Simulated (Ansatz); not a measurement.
`O[BH][AlH2]` + HCl → `[AlH2][BH]Cl` + H₂O at 600 K and 1 bar (ligand exchange at a B–O bond).

Computed with Ansatz on PBE0-D4/def2-TZVP structures; ΔE is electronic, products minus reactants. CCSD(T)/CBS adds triple-zeta CCSD(T) − MP2 to the extrapolated MP2 energy (def2 sets, frozen cores). This one scheme is used for every species. One conformer a species, not always the lowest.

```json
{"species": "`O[BH][AlH2]`", "CCSD(T)/CBS energy (Eh)": "-344.38728", "H − E (kJ/mol)": "150.3", "S (J/(mol·K))": "361.7"}
{"species": "HCl", "CCSD(T)/CBS energy (Eh)": "-460.38127", "H − E (kJ/mol)": "35.4", "S (J/(mol·K))": "207.2"}
{"species": "`[AlH2][BH]Cl`", "CCSD(T)/CBS energy (Eh)": "-728.37691", "H − E (kJ/mol)": "111.9", "S (J/(mol·K))": "367.9"}
{"species": "H₂O", "CCSD(T)/CBS energy (Eh)": "-76.37941", "H − E (kJ/mol)": "76.8", "S (J/(mol·K))": "212.8"}
```

H − E and S are ideal-gas, rigid-rotor, harmonic terms from PBE0-D4/def2-TZVP, for one conformer and one mirror image of each species. 1 Eh = 2625.50 kJ/mol, R = 8.31446 J/(mol·K).

By hand: ΔE, ΔH, ΔS and ΔG.

ΔE = (-728.37691) + (-76.37941) − (-344.38728) − (-460.38127) = 0.01223 Eh = 32.1 kJ/mol. Δ(H − E) = 111.9 + 76.8 − 150.3 − 35.4 = 3.0, so ΔH = 35.1 kJ/mol. ΔS = 367.9 + 212.8 − 361.7 − 207.2 = 11.8 J/(mol·K). ΔG = 35.1 − 600 × (11.8)/1000 = 28.0 kJ/mol.

By hand: the equilibrium constant, and the temperature at which ΔG would vanish if ΔH and ΔS stayed fixed.

log₁₀ K = −ΔG/(RT ln 10) = -2.4. ΔG = 0 at ΔH/ΔS = 2975 K, far beyond where these terms or the molecules hold.

The number of gas molecules stays the same, so ΔS is small and ΔH decides. A doubt of 5 kJ/mol in ΔE shifts log₁₀ K by 0.4 here. Other conformers and mirror images would add mixing entropy, several J/(mol·K) or more a flexible species. These are equilibria of isolated gas molecules and say nothing of rates. Largest T1 diagnostic: 0.014 (customary marks: 0.02 for closed shells, 0.045 for open ones).
